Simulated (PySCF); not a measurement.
## Simulated absorption spectrum

Compound: beryllium dihydride, BeH₂.
SMILES: `[BeH2]`

Computed with PySCF 2.14.0, density-fitted response routines, TDDFT PBE0/def2-SVPD, vertical, gas phase, core orbitals frozen in the response. Geometry: PBE0-D3(BJ)/def2-SVP; no solvent, vibrations or thermal averaging.

Computed states:

```
state  E (eV)       f
   S1    6.23  0.0000
   S2    6.23  0.0000
   S3    7.82   0.324
   S4    7.82   0.324
   S5    9.17  0.0000
   S6    9.66  0.0000
   S7    9.66  0.0000
   S8    9.72   0.023
   S9    9.94   0.241
```

Broadening: Gaussians 0.4 eV wide at half height, area fixed by f = 4.319×10⁻⁹ ∫ε dν̃. The width is an assumption, not a result. The curve ends short of the highest state used, and states not computed would add to its high-energy end.

Problem. What does the envelope look like, and where are its maxima?

Solution. 
| E (eV) | ε (L mol⁻¹ cm⁻¹) |
| --- | --- |
| 5.63 | 0 |
| 5.70 | 0 |
| 5.76 | 0 |
| 5.83 | 0 |
| 5.90 | 0 |
| 5.97 | 0 |
| 6.03 | 0 |
| 6.10 | 0 |
| 6.17 | 0 |
| 6.24 | 0 |
| 6.30 | 0 |
| 6.37 | 0 |
| 6.44 | 0 |
| 6.51 | 0 |
| 6.57 | 0 |
| 6.64 | 0 |
| 6.71 | 0 |
| 6.78 | 0 |
| 6.84 | 0 |
| 6.91 | 0 |
| 6.98 | 0 |
| 7.05 | 1 |
| 7.11 | 6 |
| 7.18 | 33 |
| 7.25 | 144 |
| 7.32 | 532 |
| 7.38 | 1426 |
| 7.45 | 3850 |
| 7.52 | 8770 |
| 7.59 | 16855 |
| 7.65 | 25777 |
| 7.72 | 36141 |
| 7.79 | 42758 |
| 7.86 | 42685 |
| 7.92 | 37235 |
| 7.99 | 27117 |
| 8.06 | 16664 |
| 8.13 | 8641 |
| 8.19 | 4299 |
| 8.26 | 1626 |
| 8.33 | 519 |
| 8.40 | 140 |
| 8.46 | 40 |
| 8.53 | 8 |
| 8.60 | 1 |
| 8.67 | 0 |
| 8.73 | 0 |
| 8.80 | 0 |
| 8.87 | 0 |
| 8.94 | 0 |
| 9.00 | 0 |
| 9.07 | 1 |
| 9.14 | 5 |
| 9.21 | 19 |
| 9.27 | 53 |
| 9.34 | 158 |

Maxima: 158 nm (7.82 eV), ε about 44000, made up of S3 (50%) and S4 (50%) (ε in L mol⁻¹ cm⁻¹; maxima over ε = 5, shares over 10%). At its high-energy end, 9.34 eV, the curve is still rising (ε about 160, from S8 and S9).

Problem. Coming from long wavelengths, where does ε first pass 100 L mol⁻¹ cm⁻¹?

Solution. At about 171 nm (7.23 eV), 1.01 eV above S1.

Problem. What would ε be at 7.82 eV, the highest of these maxima, with half the width (0.2 eV)?

Solution. About 87200 L mol⁻¹ cm⁻¹ against 43600, a factor of about 2.00; a lone state at its own centre would give exactly 2.

All these states lie below the vertical ionisation energy of 11.81 eV (ΔSCF).
